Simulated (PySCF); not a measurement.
Gas-phase reaction: BO + 3 F + H2 → BF3.H2O

Energies from PySCF, thermal terms from the rigid-rotor harmonic-oscillator model, ideal gas at 1 bar. † marks an energy on the PBE0/def2-TZVP geometry and frequencies; other levels use their own. MP2 and CCSD(T) freeze the core. Open shells (unrestricted): BO (multiplicity 2), F (multiplicity 2, electronic degeneracy 6); the rest are closed-shell singlets. Spin-orbit splitting is ignored; it lowers the true energy and changes the entropy of F. Adducts (BF3.H2O) have no counterpoise correction, and HF, PBE, BLYP, B3LYP and PBE0 lack dispersion. BF3.H2O: computed as isolated molecules; such fragments, hydroxides, amides, oligomers or adducts are transient or little studied in the gas. MP2 isn't extrapolated to the basis-set limit; its ΔH°(298 K) is -1654.1 kJ in def2-SVP and -1704.0 kJ in def2-TZVPP. CCSD(T) isn't extrapolated to the basis-set limit; its ΔH°(298 K) is -1576.4 kJ in def2-SVP and -1624.1 kJ in def2-TZVPP. The harmonic model lacks anharmonicity and excited electronic states, which grow with temperature; levels with a mode under 35 cm⁻¹ are left out. Internal rotation in BF3.H2O is treated as a harmonic vibration of one conformer, which makes the entropy rough.

```tsv
level	ΔE electronic, kJ	ΔH°(298 K), kJ	ΔS°(298 K), J/K	ΔG°(1200 K), kJ
CCSD(T)/def2-SVP†	-1620	-1576	-495	-973
MP2/def2-SVP†	-1698	-1654	-495	-1051
MP2/def2-TZVPP†	-1748	-1704	-495	-1101
PBE/def2-SVP	-1772	-1730	-501	-1120
PBE0/def2-QZVP†	-1682	-1638	-495	-1035
PBE0/def2-SVP†	-1719	-1675	-495	-1072
PBE0/def2-TZVP	-1677	-1633	-495	-1030
r2SCAN/def2-TZVP†	-1683	-1640	-495	-1036
```
ΔH° is lowest at PBE/def2-SVP and highest at CCSD(T)/def2-SVP†. No reference value is set beside these.
